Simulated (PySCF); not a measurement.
## How the method moves the HOMO and LUMO of `C=C1C[C@H]1CN`

Species: C5H9N.
Z-matrix (Å and degrees, PBE0-D3(BJ)/def2-SVP geometry), rows numbered from 1:
```
C 
C   1  1.3234
C   2  1.4635  1  148.39
C   2  1.4616  1  148.39  3   176.41
C   4  1.5081  2  121.08  3   108.18
N   5  1.4484  4  110.43  2  -155.13
H   1  1.0939  2  121.24  3     1.85
H   1  1.0939  2  121.16  3  -178.29
H   3  1.0953  2  119.22  4   107.11
H   3  1.0972  2  118.03  4  -106.85
H   4  1.0974  2  117.40  3  -104.61
H   5  1.1034  4  108.68  2    86.04
H   5  1.1123  4  107.96  2   -28.43
H   6  1.0173  5  110.79  4  -179.73
H   6  1.0185  5  109.90  4    62.69
```

Basis pcSseg-1 throughout (PySCF), one geometry. One conformer (not necessarily the lowest) at the PBE0-D3(BJ)/def2-SVP geometry, without solvent, vibrations or thermal averaging.

Task: How do the orbital energies, the gap and the dipole change with the method?

Result: 
```json
{"method": "BLYP", "kind": "GGA", "HOMO (eV)": "-5.17", "LUMO (eV)": "-0.71", "gap (eV)": "4.46", "μ (D)": "1.26", "SCF cycles": "15"}
{"method": "OPBE", "kind": "GGA", "HOMO (eV)": "-5.28", "LUMO (eV)": "-0.79", "gap (eV)": "4.48", "μ (D)": "1.29", "SCF cycles": "14"}
{"method": "PBE", "kind": "GGA", "HOMO (eV)": "-5.28", "LUMO (eV)": "-0.86", "gap (eV)": "4.42", "μ (D)": "1.29", "SCF cycles": "14"}
{"method": "B97-D", "kind": "GGA", "HOMO (eV)": "-5.33", "LUMO (eV)": "-0.76", "gap (eV)": "4.56", "μ (D)": "1.28", "SCF cycles": "14"}
{"method": "LDA", "kind": "LDA", "HOMO (eV)": "-5.36", "LUMO (eV)": "-1.06", "gap (eV)": "4.30", "μ (D)": "1.35", "SCF cycles": "14"}
{"method": "BP86", "kind": "GGA", "HOMO (eV)": "-5.41", "LUMO (eV)": "-0.94", "gap (eV)": "4.46", "μ (D)": "1.30", "SCF cycles": "14"}
{"method": "KT2", "kind": "GGA", "HOMO (eV)": "-5.45", "LUMO (eV)": "-0.84", "gap (eV)": "4.61", "μ (D)": "1.25", "SCF cycles": "14"}
{"method": "KT3", "kind": "GGA", "HOMO (eV)": "-5.47", "LUMO (eV)": "-0.84", "gap (eV)": "4.63", "μ (D)": "1.23", "SCF cycles": "14"}
{"method": "B97-2", "kind": "global hybrid", "HOMO (eV)": "-6.57", "LUMO (eV)": "0.09", "gap (eV)": "6.66", "μ (D)": "1.31", "SCF cycles": "13"}
{"method": "B3LYP", "kind": "global hybrid", "HOMO (eV)": "-6.58", "LUMO (eV)": "-0.07", "gap (eV)": "6.50", "μ (D)": "1.29", "SCF cycles": "14"}
{"method": "PBE0", "kind": "global hybrid", "HOMO (eV)": "-6.83", "LUMO (eV)": "0.14", "gap (eV)": "6.98", "μ (D)": "1.32", "SCF cycles": "13"}
{"method": "mPW1PW91", "kind": "global hybrid", "HOMO (eV)": "-6.88", "LUMO (eV)": "0.13", "gap (eV)": "7.01", "μ (D)": "1.32", "SCF cycles": "13"}
{"method": "CAM-B3LYP", "kind": "range-separated hybrid", "HOMO (eV)": "-8.28", "LUMO (eV)": "1.31", "gap (eV)": "9.59", "μ (D)": "1.32", "SCF cycles": "12"}
{"method": "BHandHLYP", "kind": "global hybrid", "HOMO (eV)": "-8.30", "LUMO (eV)": "1.28", "gap (eV)": "9.58", "μ (D)": "1.33", "SCF cycles": "12"}
{"method": "wB97X-D", "kind": "range-separated hybrid", "HOMO (eV)": "-8.79", "LUMO (eV)": "1.96", "gap (eV)": "10.75", "μ (D)": "1.34", "SCF cycles": "13"}
{"method": "LC-wPBE", "kind": "range-separated hybrid", "HOMO (eV)": "-9.70", "LUMO (eV)": "2.45", "gap (eV)": "12.15", "μ (D)": "1.36", "SCF cycles": "12"}
{"method": "HF", "kind": "Hartree–Fock", "HOMO (eV)": "-9.85", "LUMO (eV)": "3.97", "gap (eV)": "13.83", "μ (D)": "1.36", "SCF cycles": "10"}
```

The HOMO spans 4.68 eV, from BLYP down to HF, and the gap runs from 4.30 eV (LDA) to 13.83 eV (HF). Over the methods BLYP (0 %), OPBE (0 %), PBE (0 %), B97-D (0 %), LDA (0 %), BP86 (0 %), KT2 (0 %), KT3 (0 %), B97-2 (21 %), B3LYP (20 %), PBE0 (25 %), mPW1PW91 (25 %), BHandHLYP (50 %), HF (100 %), a straight line through the gap against the share of exact exchange rises by 0.95 eV for each 10 % (correlation coefficient 0.999). The dipole ranges from 1.23 D (KT3) to 1.36 D (LC-wPBE). This basis has no diffuse functions.
